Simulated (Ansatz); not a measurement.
## Ansatz (development build ahead of 0.2.0) run

```yaml
crystal:
  periodic: [false, false, false]
  atoms:
    - { symbol: C, position_ang: [0.0334, -0.02624, -0.00133] }
    - { symbol: F, position_ang: [0.6748, 0.67654, 0.6436] }
    - { symbol: F, position_ang: [0.63311, -0.6518, -0.60553] }
    - { symbol: F, position_ang: [-0.62232, 0.63262, -0.67869] }
    - { symbol: F, position_ang: [-0.66247, -0.62702, 0.67997] }
basis:
  gaussian: { orbitals: def2-SVP }
hamiltonian:
  xc: hf
```

The input is written out in the form of the current development build from the run's settings.

Output:

* Converged: yes
* Total energy: -435.05011 hartree
* Spin squared of the determinant: 0.000

Caution: no unrestricted run beside it, a lower state can exist.
